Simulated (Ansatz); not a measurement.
**BH₄⁺, singlet: vertical spin and charge gaps**

All five atoms lie in one plane.

Geometry (PBE0/def2-TZVP stationary point for this spin, not checked as a minimum):

```xyz
5

B     0.0000    0.0000    0.0000
H    -0.0156    0.8614    0.8498
H    -0.0213   -0.8500    0.8612
H     0.0213    0.8500   -0.8612
H     0.0156   -0.8614   -0.8498
```

Basis aug-cc-pVDZ; Ansatz 0.2.0. Correlated methods freeze the noble-gas cores. Prefix R: restricted or restricted open-shell reference; prefix U: unrestricted. Active spaces: valence = (6e, 8o) chosen from the atoms' valence shells.

Gaps are energies of the second state less the first, at fixed atoms, for a selection of the levels run; each method lands on the state that its own search finds for that charge and spin.

Coupled cluster chose its determinant by trial CCSD, here up to 0.41 eV above the lowest Hartree–Fock solution of its kind, and MP2 stands on that determinant too.

Adding an electron, to the doublet: -7.255 eV at UCCSDT(Q).

| level | gap (eV) | error (meV) |
| --- | --- | --- |
| RMP2 | -7.191 | 64 |
| UMP2 | -7.190 | 65 |
| UCCSD | -7.182 | 73 |
| BCCD(T) | -7.243 | 12 |
| RCCSDT | -7.250 | 5 |
| UCCSDT | -7.251 | 4 |
| NEVPT2 (valence space) | -6.731 | 524 |
| PBE | -7.556 | -301 |
| PBE0 | -7.466 | -211 |
| RPA-PBE | -7.478 | -223 |

Triplet less singlet: 6.483 eV at full CI (singlet Ag, triplet B1u, in D2h).

| level | gap (eV) | error (meV) |
| --- | --- | --- |
| RMP2 | 6.361 | -122 |
| UMP2 | 6.354 | -129 |
| RCCSD | 6.442 | -41 |
| RCCSD(T) | 6.476 | -7 |
| RCCSDT | 6.479 | -4 |
| RCCSDT(Q) | 6.482 | -1 |
| CASSCF (valence space) | 6.341 | -142 |
| MRCISD (valence space) | 6.486 | 3 |
| MRCISD+Q (valence space) | 6.493 | 10 |
| B2PLYP | 6.444 | -39 |

In so small a basis the reference is far from its limit while semilocal and hybrid functionals are nearer theirs (RPA and double hybrids share much of the reference's basis error), so the functionals' errors here hold much of the reference's basis and frozen-core error, which can add to them or hide them.

The reference is named with each gap: full CI where it ran, else the highest cluster level, uncertain by about the last step of the series. The frozen core follows each run's orbitals, which can shift R against U totals by a few meV.
